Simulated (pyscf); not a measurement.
germane (GeH₄) + methyl (CH₃•) → H₃C–GeH₃ + H atom (H•), a substitution at Ge (doublet surface; Ge–H broken, C–Ge formed). PySCF, gas phase, ωB97X-D3(BJ)/def2-SVP geometries. Correlated levels are frozen-core, on RHF or UHF. ΔMP2 is the change of the MP2 total energy from the triple- to the quadruple-zeta basis. Energies in eV from the separated reactants.

AM1 to PM7: differences of heats of formation from MOPAC. Open shells are spin-unrestricted. 

### Question
In single points AM1 puts the saddle at 0.46 eV and the reaction energy at +0.39 eV. Should these be trusted to within a few kcal/mol? Compare with CCSD(T)/def2-TZVPP + ΔMP2(QZVPP).

### Answer
CCSD(T)/def2-TZVPP + ΔMP2(QZVPP) gives ΔE‡ = 0.81 eV and ΔE = +0.27 eV. AM1 lies 0.35 eV under it in the barrier and 0.12 eV over it in the reaction energy, so on this step it does not hold to within 0.13 eV. CCSD(T)/def2-TZVPP + ΔMP2(QZVPP) has limits of its own. The same reactants have a lower exit, to GeH₃• + CH₄ (barrier +0.22 eV at ωB97M-D3(BJ), against +0.81 eV here). One saddle was located; it need not be the lowest between these sides. The angle at the attacked Ge is 180°. The CCSD(T) − MP2 part came from Ansatz, without density fitting, on the same reference. The frozen core leaves the outer d or s,p core shells of the metals and heavy elements correlated in the MP2 and CC values, and def2-TZVPP describes them poorly, which can shift differences by a few kcal/mol. In the def2 sets elements up to Kr have no core potential.
